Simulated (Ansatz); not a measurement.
## Energy profile

The step: BH₂F ([BH2][F]) + HCl → BH₂Cl ([BH2][Cl]) + HF; bonds formed: B1–Cl6, F2–H5; bonds broken: B1–F2, H5–Cl6 (atoms numbered as in the saddle structure below).

```tsv
atom	x (Å)	y (Å)	z (Å)
B1	-0.2823	0.0475	-0.4550
F2	0.9364	0.8284	0.0289
H3	0.0032	-0.6717	-1.3572
H4	-1.2596	0.7234	-0.4282
H5	0.8019	0.0908	0.9536
Cl6	-0.1996	-1.0184	1.2580
```

Electronic energies by CCSD(T) at an estimated basis limit (MP2 extrapolated from triple and quadruple zeta, plus CCSD(T) − MP2 in triple zeta), on PBE0-D4/def2-TZVP structures; BH₃ClF, closed shell; no counterpoise correction. Ansatz 0.2.0; basis: def2-TZVPP and def2-QZVPP; cores frozen in the correlated methods. Extrapolation: Hartree–Fock as exp(−7.88 √X), correlation as X^−2.97.

Task: Give the profile in kJ/mol, counted from the separated reactants. (To be estimated.)

Result: Computed:
| point | kJ/mol |
| --- | --- |
| separated: BH₂F (linked as [BH2][F]; B1, F2, H3, H4; singlet) + HCl (H5, Cl6; singlet) | 0.0 |
| start structure | -8.1 |
| saddle | 89.4 |
| end structure | 34.3 |
| separated: BH₂Cl (linked as [BH2][Cl]; B1, H3, H4, Cl6; singlet) + HF (F2, H5; singlet) | 44.3 |

T1 diagnostic: at most 0.014.

For scale, one of the runs: CCSD(T)/def2-TZVPP, 146 basis functions, launched by `ansatz run in.yaml --threads 2 --pin off --events-out ev --progress --plain --max-ram 4352MiB`. Time: 9.5 s of wall clock on 2 CPU threads of an Intel Xeon Platinum 8488C; the host was shared. Peak host memory: 0.91 GiB.
